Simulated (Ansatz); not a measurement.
System: α-N2. Method: LDA (PAW; Ansatz, a quantum-chemistry and plane-wave program).

Numerical settings: plane-wave cutoff 500 eV, 6×6×6 k mesh, gaussian smearing 0.02 eV, scalar-relativistic PAW data made under PBE.

Computed at the level's own relaxed cell.

### Question
What does this level give for the volume per atom, lattice constant a and band gap?

### Answer

- volume per atom: 17.80 Å³/atom
- lattice constant a: 5.222 Å
- band gap: 6.87 eV (on the SCF k mesh)

Measured, for comparison: equilibrium volume per atom 22.47 Å³/atom (4 K, zero-point motion not removed; as tabulated in Wyckoff, Crystal Structures 1 (1963), as in the American Mineralogist Crystal …); lattice constant a 5.644 Å (4 K, zero-point motion not removed, our sources range from 5.644 to 5.667; as tabulated in Wyckoff, Crystal Structures 1 (1963), as in the American Mineralogist Crystal …). Computed (rounded) less measured: equilibrium volume per atom -20.8 %, lattice constant a -7.5 % (-7.5 % to -7.9 % over the range).

The computed numbers hold no vibrational or temperature effects.

The result took around 2.9 core-minutes (rough).
